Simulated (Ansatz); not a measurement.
`FC1OCO1` + H₂ → `C1OCO1` + H–F at 400 K and 1 bar (hydrogenolysis of a C–F bond).

Computed with Ansatz on PBE0-D4/def2-TZVP structures; ΔE is electronic, products minus reactants. CBS: MP2 limit from def2 TZ/QZ plus the TZ coupled-cluster correction, frozen cores. This one scheme is used for every species.

```
  species  CCSD(T)/CBS energy (Eh)  H − E (kJ/mol)  S (J/(mol·K))
`FC1OCO1`               -327.99773           168.8          305.3
       H₂                 -1.17544            38.0          139.0
 `C1OCO1`               -228.78977           185.2          276.9
      H–F               -100.39570            36.5          182.2
```

H − E and S are ideal-gas, rigid-rotor, harmonic terms from PBE0-D4/def2-TZVP. The MP2-based limit puts H₂ 0.8 mEh under its directly extrapolated value; such offsets cancel only in part. 1 Eh = 2625.50 kJ/mol, R = 8.31446 J/(mol·K).

By hand: ΔE, ΔH, ΔS and ΔG.

ΔE = (-228.78977) + (-100.39570) − (-327.99773) − (-1.17544) = -0.01230 Eh = -32.3 kJ/mol. Δ(H − E) = 185.2 + 36.5 − 168.8 − 38.0 = 14.9, so ΔH = -17.4 kJ/mol. ΔS = 276.9 + 182.2 − 305.3 − 139.0 = 14.8 J/(mol·K). ΔG = -17.4 − 400 × (14.8)/1000 = -23.3 kJ/mol.

By hand: the equilibrium constant, and the temperature at which ΔG would vanish if ΔH and ΔS stayed fixed.

log₁₀ K = −ΔG/(RT ln 10) = 3.0. ΔH and −TΔS have one sign here, so there is no such temperature.

TΔS isn't small against ΔH here. A doubt of 5 kJ/mol in ΔE shifts log₁₀ K by 0.7 here. These are equilibria of isolated gas molecules and say nothing of rates. Largest T1 diagnostic: 0.012 (customary marks: 0.02 for closed shells, 0.045 for open ones).
